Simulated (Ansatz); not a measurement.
A calculation with Ansatz (development build ahead of 0.2.0).

```yaml
crystal:
  periodic: [false, false, false]
  atoms:
    - { symbol: C, position_ang: [0.0, 0.0, -0.58656] }
    - { symbol: O, position_ang: [0.0, 0.0, 0.58656] }
basis:
  gaussian: { orbitals: "6-31G" }
magnetization:
  spin_polarized: true
hamiltonian:
  xc: hf
correlation:
  method: ccsd_t
  frozen_orbitals: { C: 1, O: 1 }
```

The input is written out in the form of the current development build from the run's settings.

Results

```json
{
  "Converged": "yes",
  "Reference energy": "-112.66325 hartree",
  "Correlation energy": "-0.22267 hartree",
  "Total energy": "-112.88593 hartree"
}
```
